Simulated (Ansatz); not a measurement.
A nudged elastic band was laid between two geometries of CH4BS (7 atoms, charge 0, multiplicity 2).

Method: UKS PBE-D4/STO-3G (Ansatz).

```json
{"movable images": "3", "climbing image": "no", "spring": "5.0 eV/Å²", "optimiser": "quadratic models (default)", "start path": "through a guess of the saddle point", "force threshold": "0.03 eV/Å", "iteration limit": "60", "end points": "relaxed"}
```

First end point:

```xyz
7
Properties=species:S:1:pos:R:3
C -0.875 0.447 -0.156
B 0.217 -0.603 0.270
S 1.935 -0.414 0.036
H -1.575 -0.003 -0.889
H -0.484 1.381 -0.608
H -1.498 0.737 0.713
H 2.340 -1.613 0.588
```

Last end point:

```xyz
7
Properties=species:S:1:pos:R:3
C -0.636 0.308 -0.109
B 0.740 -0.450 0.152
S 2.276 0.163 -0.266
H -1.282 -0.306 -0.767
H -0.533 1.307 -0.570
H -1.188 0.425 0.844
H 0.685 -1.515 0.670
```

Question: Which bonds break or form, and what moves?

Answer: Bonds broken: S3–H7. Bonds formed: B2–H7.

Question: Give the energies along the band, and the barrier.

Answer: It converged. The highest image is number 2 of 0 to 4, 0.98 eV above the first end and 2.61 eV above the last; the last end lies 1.63 eV below the first. Neighbouring images differ by up to 2.0 eV, so the band resolves the path poorly. No image climbed, so the highest image needn't sit at the top of the path. So few images can step over the top or miss a turn of the path. Limits of this set-up: minimal basis.

| image | path coordinate (Å) | energy (eV) | S3–H7 (Å) | B2–H7 (Å) |
| --- | --- | --- | --- | --- |
| 0 | 0.00 | 0.00 | 1.38 | 2.37 |
| 1 | 0.53 | 0.48 | 1.37 | 1.97 |
| 2 | 1.06 | 0.98 | 1.65 | 1.46 |
| 3 | 1.59 | -1.00 | 2.12 | 1.23 |
| 4 | 2.13 | -1.63 | 2.50 | 1.19 |

Question: What is the geometry of the highest image?

Answer: 
```xyz
7
Properties=species:S:1:pos:R:3
C -0.776 0.395 -0.106
B 0.537 -0.513 0.223
S 2.185 -0.366 -0.246
H -1.551 -0.140 -0.697
H -0.508 1.295 -0.711
H -1.304 0.783 0.791
H 1.478 -1.522 0.700
```

Run time: 50 s on 1 thread of Intel(R) Xeon(R) Processor @ 2.70GHz, on a shared host, peak memory 0.11 GiB.
